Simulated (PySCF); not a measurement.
# How good is the calculation?

Atoms are numbered as in `[CH3:1][C:2]([CH3:3])([CH3:4])[SH:5]` (H(Xn): hydrogen on atom n).

What is known from experiment: δ 13C C2 41.1; C1/C3/C4 35.0; δ 1H H(C1)/H(C3)/H(C4) 1.43 ppm (measured; solution, not stated per compound (mostly CDCl3 or CCl4); Pretsch, Buehlmann, Badertscher, Structure Determination of Organic Compounds, 4th ed. (2009)).

PySCF calculation with shielding tensors at PBE0/pcSseg-1 (GIAO) and coordinates at the GFN2-xTB level; rapidly exchanging positions averaged, non-relativistic Hamiltonian, in vacuum, one computed conformer.

Question: Set the calculated values beside the experiment.

Answer: 
Reference values: measured (solution, not stated per compound (mostly CDCl3 or CCl4); Pretsch, Buehlmann, Badertscher, Structure Determination of Organic Compounds, 4th ed. (2009)).
| atoms | quantity | reference | computed | computed, scaled |
| --- | --- | --- | --- | --- |
| C2 | δ 13C | 41.1 | 47.8 | 40.6 |
| C1/C3/C4 | δ 13C | 35.0 | 36.2 | 33.1 |
| H(C1)/H(C3)/H(C4) | δ 1H | 1.43 | 1.47 | 1.47 |

Computed shifts are σ(ref) − σ with the named reference compound (TMS for H and C) calculated as an isolated molecule at the same level. The measured values may be among those fitted. Empirical linear scaling, fitted to shifts measured mostly in CDCl3 for H and C (δ vs TMS): 13C: δ = 179.97 − 0.974σ -3.8 per attached S (rms 2.1 ppm, 958 shifts, 2.3 ppm with the 13 outliers that the fit left out); 1H: δ = 30.01 − 0.943σ (rms 0.17 ppm, 504 shifts, 0.18 ppm with the 4 outliers that the fit left out). Occasional misses reach two or three times the rms, and more in compound classes unlike the fitted ones. Hydrogens on heteroatoms aren't scaled, only referred to computed TMS.

Question: How far are the unscaled 13C shifts from the references?

Answer: Mean signed difference +3.95 ppm, mean absolute 3.95 ppm over 2 comparisons; the largest is +6.7 ppm at C2 (fully substituted sp3 carbon bonded to S).

The carbons averaged at δ 36.2 differ by 8 ppm in this conformer.
